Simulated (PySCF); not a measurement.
Gas-phase reaction: 2 AlH + C₄H₈ (isobutene) + 4 H ⇌ 2 AlH(CH₃)₂

Method: PySCF energies plus ideal-gas RRHO corrections (1 bar). † marks an energy on the PBE0/def2-TZVP geometry and frequencies; other levels use their own. Open shells (unrestricted): H (multiplicity 2); the rest are closed-shell singlets. Methyl groups turn as free rotors in AlH(CH₃)₂. AlH(CH₃)₂: computed as isolated molecules; such fragments, hydroxides, amides, oligomers or adducts are transient or little studied in the gas. The harmonic model lacks anharmonicity and excited electronic states, which grow with temperature; levels with a mode under 35 cm⁻¹ are left out. Internal rotation in C₄H₈ (isobutene) is treated as a harmonic vibration of one conformer, which makes the entropy rough.

```tsv
level	ΔE electronic, kJ	ΔH°(298 K), kJ	ΔS°(298 K), J/K	ΔG°(1000 K), kJ
BLYP/def2-TZVP†	-1373	-1296	-502	-774
HF/def2-TZVP†	-1170	-1094	-502	-571
M06-2X/def2-TZVP†	-1415	-1338	-502	-816
PBE/def2-TZVP†	-1385	-1308	-502	-786
PBE0/def2-QZVP†	-1414	-1337	-502	-815
PBE0/def2-SVP†	-1397	-1320	-502	-798
PBE0/def2-TZVP	-1406	-1329	-502	-807
r2SCAN/def2-TZVP†	-1460	-1383	-502	-861
LDA/def2-TZVP†	-1517	-1440	-502	-918
ωB97M-V/def2-TZVP†	-1420	-1343	-502	-821
```
ΔH° is lowest at LDA/def2-TZVP† and highest at HF/def2-TZVP†. No reference value is set beside these.
